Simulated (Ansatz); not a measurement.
**C₃H₆OS: up Jacob's ladder to CCSD(T)**

One table from this session's results is given with a row withheld; the runs are named, their logs left out.

Method: functionals in def2-TZVPP, the program's frozen cores in correlated methods; program: Ansatz 0.2.0, Gaussian basis.

Levels to be run: LDA (SPW92), PBE-D4, revPBE-D4, BLYP-D4, r2SCAN-D4, B97M-V, PBE0-D4, B3LYP-D4, r2SCANh-D4, r2SCAN0-D4, HSE06-D4, BHLYP-D4, CAM-B3LYP-D4, LC-ωPBE, ωB97X-V, ωB97M-V, B2PLYP, PBE-QIDH; CCSD(T)/def2-SVP; CCSD(T)/def2-TZVPP; MP2/def2-QZVPP; extrapolation to the limit; RPA on PBE.

## The geometry

All runs share one geometry, relaxed beforehand with PBE0-D4 in a triple-zeta def2 set.

SMILES `CCSC=O`, 11 atoms, charge 0, spin multiplicity 1.

Atoms are counted from 1 here; the program's logs count them from 0.

Bond lengths: C1–C2 1.515 Å, C1–H6 1.093 Å, C1–H7 1.091 Å, C1–H8 1.090 Å, C2–S3 1.807 Å, C2–H9 1.092 Å, C2–H10 1.091 Å, S3–C4 1.752 Å, C4–O5 1.200 Å, C4–H11 1.106 Å. Angles: C2–C1–H6 110.0°, C2–C1–H7 111.3°, C2–C1–H8 110.7°, H6–C1–H7 108.2°, H6–C1–H8 108.1°, H7–C1–H8 108.5°, C1–C2–S3 113.3°, C1–C2–H9 111.8°, C1–C2–H10 111.4°, S3–C2–H9 105.2°, S3–C2–H10 106.5°, H9–C2–H10 108.3°, C2–S3–C4 100.1°, S3–C4–O5 126.2°, S3–C4–H11 110.8°, O5–C4–H11 123.1°.

Set-up of the first run:

in.yaml

```yaml
crystal:
  periodic: [false, false, false]
  atoms:
    - {symbol: C, position_ang: [0.086772, -0.200059, 1.432521]}
    - {symbol: C, position_ang: [0.512490, 0.703004, 0.293054]}
    - {symbol: S, position_ang: [1.026410, -0.202450, -1.183658]}
    - {symbol: C, position_ang: [-0.535761, -0.515540, -1.912091]}
    - {symbol: O, position_ang: [-1.600002, -0.165275, -1.482676]}
    - {symbol: H, position_ang: [-0.185364, 0.401737, 2.303821]}
    - {symbol: H, position_ang: [0.891796, -0.877204, 1.723633]}
    - {symbol: H, position_ang: [-0.781441, -0.795404, 1.148567]}
    - {symbol: H, position_ang: [1.372274, 1.318880, 0.563762]}
    - {symbol: H, position_ang: [-0.299415, 1.363733, -0.015296]}
    - {symbol: H, position_ang: [-0.422459, -1.088223, -2.850939]}
basis:
  gaussian: {orbitals: def2-TZVPP}
hamiltonian: {xc: lda}
output: {orbitals: {seedname: orbitals}}
```

On the command line:

```
ansatz run in.yaml --threads 4 --pin off --events-out ev --progress --plain --max-ram 10444MiB
```

Among the steps run: LDA; PBE-D4 (GGA); revPBE-D4 (GGA); BLYP-D4 (GGA); r2SCAN-D4 (meta-GGA); B97M-V (meta-GGA); B3LYP-D4 (hybrid); r2SCANh-D4 (hybrid); r2SCAN0-D4 (hybrid); HSE06-D4 (hybrid); BHLYP-D4 (hybrid); CAM-B3LYP-D4 (range-separated); LC-ωPBE (range-separated); ωB97X-V (range-separated); ωB97M-V (range-separated); B2PLYP (double hybrid); PBE-QIDH (double hybrid).

One table of the session follows, with a row left open; its other results are not shown here.

It belongs to the step «Orbital energies across the functionals». 

| functional | HOMO (eV) | gap (eV) |
| --- | --- | --- |
| LDA (SPW92) | -6.34 | 4.27 |
| PBE-D4 | ? | ? |
| revPBE-D4 | -6.12 | 4.39 |
| BLYP-D4 | -6.09 | 4.39 |
| r2SCAN-D4 | -6.49 | 4.86 |
| B97M-V | -6.62 | 5.09 |
| PBE0-D4 | -7.52 | 6.74 |
| B3LYP-D4 | -7.30 | 6.27 |
| r2SCANh-D4 | -7.02 | 5.78 |
| r2SCAN0-D4 | -7.69 | 7.03 |
| HSE06-D4 | -7.12 | 5.96 |
| BHLYP-D4 | -8.58 | 8.98 |
| CAM-B3LYP-D4 | -8.83 | 9.22 |
| LC-ωPBE | -10.16 | 11.75 |
| ωB97X-V | -9.81 | 11.34 |
| ωB97M-V | -9.66 | 11.11 |

Estimate the missing values for PBE-D4.

**Answer.** HOMO (eV): -6.19; gap (eV): 4.36. In the column «HOMO (eV)» it lies between LDA (SPW92) (-6.34) and revPBE-D4 (-6.12).
